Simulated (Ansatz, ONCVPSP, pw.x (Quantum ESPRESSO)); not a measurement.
## What a changed setting does to a pw.x run (bcc Al)

Potential: optimised norm-conserving Vanderbilt (ONCV), ONCVPSP 4.0.1.1 (patched build), LDA (Perdew-Wang 92); core [Ne], reference 3s2 3p1; waves: 3s: rc 2.25 bohr, ncon 4, nbas 7, qcut 3.7 1/bohr, 2 projectors, debl 2.3 Ha; 3p: rc 2.75 bohr, ncon 3, nbas 7, qcut 3.4 1/bohr, 2 projectors, debl 2.7 Ha; d scattering state at 0.12 Ha: rc 2.85 bohr, ncon 3, nbas 6, qcut 2.9 1/bohr, 3 projectors, debl 1 Ha; local part: polynomial inside 2.15 bohr (lpopt 3, dvloc0 3 Ha); core correction: none.

The reference run (k-mesh 14³, cutoffs 35/140 Ry, Fermi–Dirac 0.01 Ry, mixing_beta 0.4, conv_thr 1e-9, no spin) gives -0.50 GPa at 16.222 Å³/atom, where all-electron LAPW gives 0.10 GPa. This run, with its own iteration cap, changes ecutrho/ecutwfc to 2.

```
&control
  calculation='scf', prefix='x', pseudo_dir='./', outdir='./tmp', tstress=.true., disk_io='none'
/
&system
  ibrav=0, nat=1, ntyp=1, ecutwfc=35, ecutrho=70, nbnd=8,
  occupations='smearing', smearing='fd', degauss=0.01
/
&electrons
  conv_thr=1e-09, mixing_beta=0.4, electron_maxstep=60
/
ATOMIC_SPECIES
Al 1.0 Al.UPF
CELL_PARAMETERS angstrom
  -1.59470909 1.59470909 1.59470909
  1.59470909 -1.59470909 1.59470909
  1.59470909 1.59470909 -1.59470909
ATOMIC_POSITIONS crystal
Al 0.0000 0.0000 0.0000
K_POINTS automatic
14 14 14 0 0 0
```

```bash
pw.x < Al.scf.in > Al.scf.out
```

Q: How does the run end?

A: It converges in 6 iterations; the free energy moves by +0.0 meV/atom and the pressure by +0.00 GPa. Below 4 the density is truncated and F is no longer variational, so a small shift in one case is no licence.

```
Message from routine set_cutoff:
     ecutrho < 4*ecutwfc, are you sure?
     Message from routine setup:
     using ibrav=0 with symmetry is DISCOURAGED, use correct ibrav instead
     lattice parameter (alat)  =       5.2196  a.u.
     unit-cell volume          =     109.4715 (a.u.)^3
     number of electrons       =         3.00
     number of Kohn-Sham states=            8
     kinetic-energy cutoff     =      35.0000  Ry
     charge density cutoff     =      70.0000  Ry
     scf convergence threshold =      1.0E-09
     Exchange-correlation= SLA  PW   NOGX NOGC
     number of k points=   104  Fermi-Dirac smearing, width (Ry)=  0.0100
     iteration #  1     ecut=    35.00 Ry     beta= 0.40
     total energy              =      -4.19434391 Ry
     estimated scf accuracy    <       0.00509416 Ry
     iteration #  2     ecut=    35.00 Ry     beta= 0.40
     total energy              =      -4.19401184 Ry
     estimated scf accuracy    <       0.00168514 Ry
     iteration #  3     ecut=    35.00 Ry     beta= 0.40
     total energy              =      -4.19403710 Ry
     estimated scf accuracy    <       0.00000116 Ry
     iteration #  4     ecut=    35.00 Ry     beta= 0.40
     total energy              =      -4.19403766 Ry
     estimated scf accuracy    <       0.00000027 Ry
     iteration #  5     ecut=    35.00 Ry     beta= 0.40
     total energy              =      -4.19403767 Ry
     estimated scf accuracy    <          4.7E-09 Ry
     iteration #  6     ecut=    35.00 Ry     beta= 0.40
     the Fermi energy is     7.8784 ev
!    total energy              =      -4.19403767 Ry
     estimated scf accuracy    <          8.3E-10 Ry
     smearing contrib. (-TS)   =      -0.00171404 Ry
     The total energy is F=E-TS. E is the sum of the following terms:
     one-electron contribution =       2.84630882 Ry
     hartree contribution      =       0.00451368 Ry
     xc contribution           =      -1.60886507 Ry
     ewald contribution        =      -5.43428105 Ry
     convergence has been achieved in   6 iterations
          total   stress  (Ry/bohr**3)                   (kbar)     P=       -5.04
     Message from routine punch:
     Nothing written, as per user request (disk_io='none')
```

The run took about 1.6 s on one core of a shared host (Neoverse-V2, 32 threads, 247 GiB, load 16).
